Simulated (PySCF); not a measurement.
Electric properties by functional and basis

C3H6Cl2.
InChI=1S/C3H6Cl2/c1-3(2,4)5/h1-2H3

PySCF, dipoles from the SCF density, polarisabilities from static response with core orbitals frozen. Isolated species at its PBE0-D3(BJ)/def2-SVP geometry, gas phase.

Reference dipole: 2.200 D (measured, gas; NIST CCCBDB Release 22 (SRD 101), experimental dipoles). The anisotropy is √(½[(α1 − α2)² + (α2 − α3)² + (α3 − α1)²]).

```json
{"level": "LDA/def2-SVPD", "μ (D)": "2.349", "error (%)": "+6.8", "α (Å³)": "10.36", "anisotropy (Å³)": "1.46"}
{"level": "PBE/def2-SVPD", "μ (D)": "2.319", "error (%)": "+5.4", "α (Å³)": "10.26", "anisotropy (Å³)": "1.51"}
{"level": "B3LYP/def2-SVPD", "μ (D)": "2.345", "error (%)": "+6.6", "α (Å³)": "9.98", "anisotropy (Å³)": "1.52"}
{"level": "PBE0/def2-SVPD", "μ (D)": "2.388", "error (%)": "+8.6", "α (Å³)": "9.86", "anisotropy (Å³)": "1.48"}
{"level": "BHandHLYP/def2-SVPD", "μ (D)": "2.418", "error (%)": "+9.9", "α (Å³)": "9.62", "anisotropy (Å³)": "1.52"}
{"level": "CAM-B3LYP/def2-SVPD", "μ (D)": "2.371", "error (%)": "+7.8", "α (Å³)": "9.81", "anisotropy (Å³)": "1.49"}
{"level": "wB97X-D/def2-SVPD", "μ (D)": "2.429", "error (%)": "+10.4", "α (Å³)": "9.75", "anisotropy (Å³)": "1.46"}
{"level": "LC-wPBE/def2-SVPD", "μ (D)": "2.411", "error (%)": "+9.6", "α (Å³)": "9.53", "anisotropy (Å³)": "1.42"}
{"level": "HF/def2-SVPD", "μ (D)": "2.535", "error (%)": "+15.2", "α (Å³)": "9.30", "anisotropy (Å³)": "1.56"}
{"level": "PBE0/6-31G*", "μ (D)": "2.454", "error (%)": "+11.6", "α (Å³)": "7.65", "anisotropy (Å³)": "1.98"}
{"level": "PBE0/def2-SVP", "μ (D)": "2.194", "error (%)": "-0.3", "α (Å³)": "7.62", "anisotropy (Å³)": "1.42"}
{"level": "PBE0/def2-TZVP", "μ (D)": "2.282", "error (%)": "+3.7", "α (Å³)": "9.11", "anisotropy (Å³)": "1.63"}
```

For the dipole, the smallest error is 0.3% (PBE0/def2-SVP) and the largest 15.2% (HF/def2-SVPD). The dipole runs from 2.19 D (PBE0/def2-SVP) to 2.53 D (HF/def2-SVPD). No reference polarisability is at hand; against PBE0 in the largest diffuse basis at hand (def2-SVPD) the other PBE0 rows deviate by 6-31G* -22%, def2-SVP -23%, def2-TZVP -8%. In one basis (def2-SVPD) the functionals order the polarisability from HF (lowest) to LDA (highest), a spread of 11%. With PBE0 the polarisability is 8.12 Å³ without diffuse functions (mean of 6-31G*, def2-SVP and def2-TZVP) and 9.86 Å³ with them (def2-SVPD). Measured values can belong to vibrating molecules and may average over conformers; the computed ones are for one fixed geometry.
